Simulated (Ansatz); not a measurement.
Consider the atomization: `CO/C(F)=C/F` → 3 C• + 2 F• + 4 H• + O•.

Program: Ansatz. Geometries: PBE0-D4/def2-TZVP. ΔE: electronic, gas phase. CCSD(T)/CBS adds triple-zeta CCSD(T) − MP2 to the extrapolated MP2 energy (def2 sets, frozen cores). This one scheme is used for every species, atoms too. Functionals use def2-TZVPP. B3LYP here is the variant with VWN-RPA as its local correlation; programs differ in this. No spin–orbit coupling; open shells (•) take unrestricted orbitals. Spin–orbit coupling would lower the free atoms: a little for C, F, O. Each species was taken in one conformer, which may not be the lowest.

```tsv
level	ΔE (kJ/mol)	difference from CCSD(T)/CBS
B3LYP-D4	4036.4	4.8
B2PLYP	3999.2	-32.4
PBE0	4058.8	27.2
B3LYP	4011.6	-20.0
HF/def2-TZVPP	2798.1	-1233.5
MP2/def2-TZVPP	4046.0	14.4
SCS-MP2/def2-TZVPP	3982.6	-49.0
CCSD/def2-TZVPP	3842.6	-189.0
HF/CBS(def2)	2804.7	-1226.9
CCSD/CBS(def2)	3952.0	-79.6
CCSD(T)/CBS	4031.6	0
```

Largest T1 diagnostic among the species: 0.012.

The D4 term adds +24.8 kJ/mol with B3LYP and +13.0 kJ/mol with PBE0; it sums over pairs of atoms, weighted by their polarisabilities, and B3LYP, whose exchange is more repulsive, gets the larger term. From PBE to PBE0 (25 % exact exchange), in def2-TZVPP and without D4, ΔE moves by −135.2 kJ/mol: exact exchange takes away binding that semilocal exchange gives to molecules.

For atomizations the MP2-based limit and the directly extrapolated one differ by several kJ/mol either way, and by 10 to 25 for some Ge, Se and Sn compounds, so smaller differences from it don't rank the levels.
